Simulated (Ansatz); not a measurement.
# C$_{2}$H$_{5}$NO, singlet: the ladder up to RCCSDT(Q)

Geometry: MP2(full)/6-31G*, from the G2/97 set.

```tsv
atom	x (Å)	y (Å)	z (Å)
O	0.3822	1.2661	0.0132
C	0.0348	0.0889	0.0009
N	0.9432	-0.9394	-0.0438
C	-1.4138	-0.3495	0.0050
H	0.6656	-1.8851	0.1751
H	-2.0396	0.5240	-0.1704
H	-1.6032	-1.1002	-0.7666
H	-1.6745	-0.7839	0.9749
H	1.9108	-0.6925	0.1170
```

Basis 6-31G; Ansatz 0.2.0. Correlated methods freeze the noble-gas cores, which leaves 24 electrons in 42 orbitals. R marks a restricted (for open shells ROHF) determinant. Active spaces: frontier = (8e, 8o) about the gap.

Full CI isn't at hand for all of this; RCCSDT(Q) serves as the reference, and is uncertain by about the last step of the cluster series.

The UHF ⟨S²⟩ is 0.000. The T1 diagnostic (RCCSD) is 0.0150 and the largest doubles amplitude (RCCSD) is 0.060.

| level | E − E(RCCSDT(Q)) (kJ/mol) | share of correlation (%) | wall time |
| --- | --- | --- | --- |
| RHF | 1182.3 | 0.00 | – |
| RMP2 | 99.4 | 91.59 | – |
| CISD | 176.7 | 85.06 | 5.5 s |
| RCCSD | 36.8 | 96.88 | – |
| RCCSD(T) | 5.2 | 99.56 | 1.1 s |
| BCCD(T) | 4.9 | 99.59 | 1.1 s |
| RCCSDT | 3.6 | 99.69 | – |

The correlation energy at RCCSDT(Q), counted from RHF, is -12.254 eV. That run took 71 s on 1 thread of AMD EPYC 7R13, shared host.

Run but not shown, since their state or frozen core can't be matched to the reference's or they repeat it: CASSCF (frontier space), MRCISD (frontier space), MRCISD+Q (frontier space), MRCISD+Q(relaxed) (frontier space).

Times hold each run's SCF and search for its determinant on a shared host, so for small cases they say little of a method's own cost; they ran on 1 thread of AMD EPYC 7R13.

Atomization energy (electronic, same basis, no zero-point term; atoms at the same level, unrestricted beside the R rows where the molecule is a closed shell, with restricted open-shell steps beyond CCSDT(Q)) at RCCSDT(Q): 3030.6 kJ/mol. Errors of other levels:

```
   level  error (kJ/mol)
     RHF          -743.2
    RMP2            16.0
    CISD          -168.5
   RCCSD           -32.6
RCCSD(T)            -4.1
 BCCD(T)            -3.3
  RCCSDT            -3.5
```

This basis is far from its limit, so the value isn't to be set against a measured one. Truncated CI isn't size-consistent, which counts against it in atomization.
